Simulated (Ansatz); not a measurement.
# F2H2Si: the cost of one run

Method: RKS PBE0-D4/def2-SVP, in Ansatz 0.2.0.

## 1. Starting point

Bond lengths: Si1–H2 1.660 Å, Si1–F3 1.790 Å, Si1–H4 1.459 Å, Si1–F5 1.589 Å. Angles: H2–Si1–F3 43.3°, H2–Si1–H4 122.2°, H2–Si1–F5 122.2°, F3–Si1–H4 122.7°, F3–Si1–F5 122.7°, H4–Si1–F5 109.5°.

Coordinates:

```xyz
5

Si    0.0000    0.0000    0.0000
H     0.8854    0.0000    1.4041
F     1.7331    0.0000    0.4480
H    -0.6877    1.1914   -0.4862
F    -0.7489   -1.2974   -0.5295
```

## 2. Pulling towards end A

Springs on the bonds that form and break draw the guess towards this end; the thresholds are loose.

Contents of input.yaml:

```yaml
crystal:
  periodic: [false, false, false]
  atoms:
    - { symbol: Si, position_ang: [0.0, 0.0, 0.0] }
    - { symbol: H, position_ang: [0.8854, 0.0, 1.4041] }
    - { symbol: F, position_ang: [1.7331, 0.0, 0.448] }
    - { symbol: H, position_ang: [-0.6877, 1.1914, -0.4862] }
    - { symbol: F, position_ang: [-0.7489, -1.2974, -0.5295] }
basis:
  gaussian: { orbitals: def2-SVP }
hamiltonian:
  xc: pbe0
  dispersion: d4
relax:
  f_tol: 0.15
  max_steps: 25
  restrain:
    - { distance: [1, 2], at: 2.12, k: 30.0 }
    - { distance: [0, 1], at: 1.46, k: 30.0 }
    - { distance: [0, 2], at: 1.59, k: 30.0 }
```

Command:

```console
ansatz run input.yaml --threads 1 --pin off --max-ram 2048MiB --backend cpu --events-out ev --progress --plain --runs-dir out
```

Q: Estimate wall time and peak memory on 1 thread of Arm Neoverse V2, shared host.

About 7.3 s, with a peak of 0.11 GiB.
